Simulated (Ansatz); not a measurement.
## BH3O (SMILES BO): methods side by side

The species is BH3O (5 atoms), meant as a singlet with charge 0. SMILES: `BO`. The shape is that of a PBE0-D4/def2-TZVP optimisation.

```xyz
5

B    -0.2266   -0.3528    0.0747
O     0.4135    0.8018    0.3459
H    -0.8203   -0.8655    0.9778
H    -0.1906   -0.8289   -1.0281
H     0.8740    1.1718   -0.4117
```

Each level gives the energy change with the O2–H5 bond stretched from 0.961 to 1.441 Å (eV). The values are calculated.

```
                        level                    kind  program  value (eV)  less FCI/STO-3G
   revPBE/STO-3G (restricted)                     GGA   Ansatz        1.68            -0.12
     PBE0/STO-3G (restricted)           global hybrid   Ansatz        2.18            +0.38
CAM-B3LYP/STO-3G (restricted)  range-separated hybrid   Ansatz        2.19            +0.39
   B2PLYP/STO-3G (restricted)           double hybrid   Ansatz        2.15            +0.35
      MP2/STO-3G (restricted)     perturbation theory   Ansatz        2.27            +0.47
  CCSD(T)/STO-3G (restricted)   coupled cluster or CI   Ansatz        1.81            +0.01
     CCSD/STO-3G (restricted)   coupled cluster or CI   Ansatz        1.84            +0.04
    CCSDT/STO-3G (restricted)   coupled cluster or CI   Ansatz        1.81            +0.01
                   FCI/STO-3G      exact in the basis   Ansatz        1.80             0.00
```

FCI/STO-3G is exact within its basis and frozen core, so for wave-function methods in that basis the difference is their error; functionals converge differently with the basis, so for them it is only a difference. The first shape isn't each level's own minimum. The values span 1.68 to 2.27 eV. All rows use very small basis sets, so even the best lies far from the true value.
